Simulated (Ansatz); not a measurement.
bcc K: LDA at its full settings (plane-wave cutoff 520 eV, 16×16×16 k mesh, Fermi–Dirac smearing 0.05 eV, scalar-relativistic PAW data made under PBE) and at cheaper ones, in a cell of 1 atom with Γ-centred meshes.

```csv
level and setting,lattice parameter a (Å),bulk modulus (GPa)
LDA (Ansatz),5.044,4.5
LDA (Γ point alone) (Ansatz),4.980,10.5
LDA (2×2×2 k mesh) (Ansatz),(withheld),(withheld)
LDA (4×4×4 k mesh) (Ansatz),5.088,4.2
```

### Question
Some entries are withheld; supply them.

### Answer

- LDA (2×2×2 k mesh) (Ansatz, a first-principles code), lattice parameter a (Å): 4.891
- LDA (2×2×2 k mesh) (Ansatz), bulk modulus (GPa): 1.6

Largest shifts from the full settings: lattice constant a -3.03 % (LDA (2×2×2 k mesh)), against a difference of -3.22 % of the full result from the reference 5.212 Å (measured, low-temperature or extrapolated to 0 K; zero-point anharmonic expansion removed; as tabulated in Csonka et al. (2009), arXiv:0903.4037); bulk modulus +133 % (LDA (Γ point alone)), against a difference of +18.4 % of the full result from the reference 3.8 GPa (measured, corrected for temperature and zero-point phonon effects; as tabulated in Levämäki et al. (2014), arXiv:1402.3671).

Ansatz's density-functional and Hartree–Fock values are scalar-relativistic unless marked +SOC, with PAW data made under PBE.

Run with cheap settings on purpose, which may leave them unconverged: LDA (2×2×2 k mesh), LDA (4×4×4 k mesh), LDA (Γ point alone).
